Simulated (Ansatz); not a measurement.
Basis-set extrapolation for H₃SSi (`[SiH3][S]`) radical (PBE0-D4/def2-TZVP geometry, frozen core, the Gaussian-basis code of Ansatz). Multiplicity 2, UHF reference.

```
                      def2-TZVPP   def2-QZVPP
                 HF  -688.230913  -688.251361
    MP2 correlation    -0.271805    -0.295366
CCSD(T) correlation    -0.326840    -0.348706
```

Energies in hartree. Use E(X) = E(∞) + A·exp(−7.88·√X) for Hartree–Fock and E(X) = E(∞) + B·X^(−2.97) for correlation, with X = 3 and 4.

Question: What is the CCSD(T) energy at the basis-set limit?

Answer: HF limit: -688.251361 + (-0.020448) × 0.13774 = -688.25418. Correlation limit: -0.348706 + (-0.021866) × 0.74074 = -0.36490. Total: -688.61908 hartree, 1.67 eV below CCSD(T)/def2-TZVPP.
